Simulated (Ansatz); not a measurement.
A structure relaxed at PBE0-D4/def2-TZVP, charge 0, multiplicity 1:

```json
{"atom": "C1", "x (Å)": "-0.480", "y (Å)": "-1.225", "z (Å)": "1.158"}
{"atom": "C2", "x (Å)": "0.037", "y (Å)": "-0.673", "z (Å)": "-0.157"}
{"atom": "C3", "x (Å)": "-0.048", "y (Å)": "0.833", "z (Å)": "-0.247"}
{"atom": "N4", "x (Å)": "0.423", "y (Å)": "1.317", "z (Å)": "-1.482"}
{"atom": "F5", "x (Å)": "0.683", "y (Å)": "1.371", "z (Å)": "0.841"}
{"atom": "H6", "x (Å)": "-0.402", "y (Å)": "-2.314", "z (Å)": "1.181"}
{"atom": "H7", "x (Å)": "0.087", "y (Å)": "-0.825", "z (Å)": "2.000"}
{"atom": "H8", "x (Å)": "-1.531", "y (Å)": "-0.965", "z (Å)": "1.308"}
{"atom": "H9", "x (Å)": "-0.528", "y (Å)": "-1.083", "z (Å)": "-0.999"}
{"atom": "H10", "x (Å)": "1.084", "y (Å)": "-0.961", "z (Å)": "-0.305"}
{"atom": "H11", "x (Å)": "-1.074", "y (Å)": "1.182", "z (Å)": "-0.091"}
{"atom": "H12", "x (Å)": "0.374", "y (Å)": "2.325", "z (Å)": "-1.540"}
{"atom": "H13", "x (Å)": "1.373", "y (Å)": "1.018", "z (Å)": "-1.666"}
```

(1) Give its formula and SMILES.

(2) Point group (tolerance 0.08 Å, 0.16 Å for H)?

(3) Summarise the bond lengths by kind.

## Answers

(1) C3H8FN, `CCC(N)F`.

(2) C1.

(3) 2 × C–C 1.511 to 1.517 Å; 6 × C–H 1.091 to 1.096 Å; 1 × C–N 1.408 Å; 1 × C–F 1.416 Å; 2 × H–N 1.011 to 1.012 Å.

Program: Ansatz 0.2.0.
